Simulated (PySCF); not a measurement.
Computed with PBE0 in PySCF with S def2-SVP, O def2-SVP, F def2-SVP; no relativity; density-fitted integrals.

```xyz
5
charge 0 multiplicity 1, angstrom
S    -0.1362   -0.1384   -0.0040
O     0.0710   -1.2256   -0.9002
O    -1.2521    0.0245    0.8655
F     0.0478    1.2003   -0.8140
F     1.1753    0.0434    0.8499
```

SO₂F₂ (singlet), along the line from S1 (at 0) through O2 (at 1.424 Å).

Question: Tabulate the fields along this line at -0.43, -0.36, -0.28, -0.21, -0.14, -0.07, 0.07, 0.14, 0.21, 0.28, 0.36, 0.43, 0.50, 0.57, 0.64, 0.71, 0.78, 0.85, 0.93, 1.00, 1.07, 1.14, 1.21, 1.28, 1.35, 1.50, 1.57, 1.64, 1.71, 1.78, 1.85, 1.92, 1.99, 2.06, 2.14, 2.21, 2.28 Å.

Answer: 
| distance (Å) | electron density (e/Å³) | electron localisation function | electrostatic potential (V) |
| --- | --- | --- | --- |
| -0.43 | 3.09 | 0.137 | 114 |
| -0.36 | 7.69 | 0.502 | 158 |
| -0.28 | 21.2 | 0.817 | 235 |
| -0.21 | 55 | 0.862 | 389 |
| -0.14 | 120 | 0.66 | 773 |
| -0.07 | 382 | 0.327 | 2140 |
| 0.07 | 382 | 0.326 | 2140 |
| 0.14 | 120 | 0.661 | 772 |
| 0.21 | 55 | 0.861 | 388 |
| 0.28 | 21.2 | 0.803 | 234 |
| 0.36 | 7.77 | 0.432 | 157 |
| 0.43 | 3.35 | 0.109 | 112 |
| 0.50 | 2.19 | 0.0946 | 83.3 |
| 0.57 | 2.03 | 0.263 | 63.3 |
| 0.64 | 2.17 | 0.587 | 49.8 |
| 0.71 | 2.41 | 0.765 | 41.5 |
| 0.78 | 2.71 | 0.806 | 38 |
| 0.85 | 3.07 | 0.795 | 39.5 |
| 0.93 | 3.54 | 0.754 | 47.2 |
| 1.00 | 4.16 | 0.659 | 63.3 |
| 1.07 | 4.9 | 0.445 | 92.1 |
| 1.14 | 5.87 | 0.172 | 143 |
| 1.21 | 9.28 | 0.0764 | 236 |
| 1.28 | 36.3 | 0.6 | 441 |
| 1.35 | 255 | 0.997 | 1140 |
| 1.50 | 251 | 0.996 | 1130 |
| 1.57 | 36 | 0.515 | 437 |
| 1.64 | 10.2 | 0.0982 | 230 |
| 1.71 | 6.65 | 0.297 | 134 |
| 1.78 | 5.19 | 0.636 | 82 |
| 1.85 | 3.91 | 0.806 | 51 |
| 1.92 | 2.84 | 0.863 | 32.1 |
| 1.99 | 2.03 | 0.879 | 20.2 |
| 2.06 | 1.43 | 0.877 | 12.6 |
| 2.14 | 0.997 | 0.86 | 7.76 |
| 2.21 | 0.682 | 0.831 | 4.65 |
| 2.28 | 0.462 | 0.786 | 2.65 |

On a grid of 0.07 Å the density has a local minimum along the bond near 0.57 Å from S, at 2.03 e/Å³, where the ELF is 0.26.
